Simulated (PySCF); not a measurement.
Compound: cyanoacetylene, C3HN.
Bonds: C1–C2 (triple), C2–C3, C3–N4 (triple). Hydrogens: H5 on C1.

Method: PBE0/6-31+G* geometry optimisation, gas phase (PySCF 2.14.0); density fitting, grid level 1; the optimiser is geomeTRIC in internal coordinates, started from a GFN2-xTB structure.

Step 0: E = -4608.6978 eV
```
atom  x, y, z in Å  |  force x, y, z in eV/Å
C1     -1.2745   -0.1733   -0.0006    0.230   0.037   0.003
C2     -0.0816   -0.0110    0.0189    0.162   0.016   0.008
C3      1.2713    0.1722    0.0438   -1.663  -0.222  -0.035
N4      2.4085    0.3275    0.0654    2.080   0.280   0.040
H5     -2.3151   -0.3126   -0.0159   -0.809  -0.111  -0.016
```

**Question.** Estimate the geometry and energy of step 1. (The exact step hangs on the optimiser's Hessian estimate; all steps are aligned on step 0, rigid shifts and turns removed.)

**Answer.** E = -4608.7255 eV, largest force 0.132 eV/Å
```
atom  x, y, z in Å  |  force x, y, z in eV/Å
C1     -1.2792   -0.1725   -0.0004   -0.130  -0.024   0.001
C2     -0.0809   -0.0115    0.0203    0.002   0.009  -0.002
C3      1.2777    0.1734    0.0441    0.053   0.004   0.003
N4      2.4313    0.3304    0.0650   -0.002  -0.002  -0.001
H5     -2.3403   -0.3169   -0.0173    0.077   0.013  -0.001
```

The energy changes by -0.0277 eV. The first-order estimate −F·Δx gives -0.0573 eV and the mean of the old and new forces, exact on a quadratic surface, -0.0281 eV. The step makes an angle of 55° with the force vector and moves no atom by more than 0.026 Å.

The cost below is that of the whole optimisation. On an Intel Xeon Platinum 8488C with one thread, no GPU, shared host, this took 3.1 s wall and 0.33 GiB of memory at its peak.
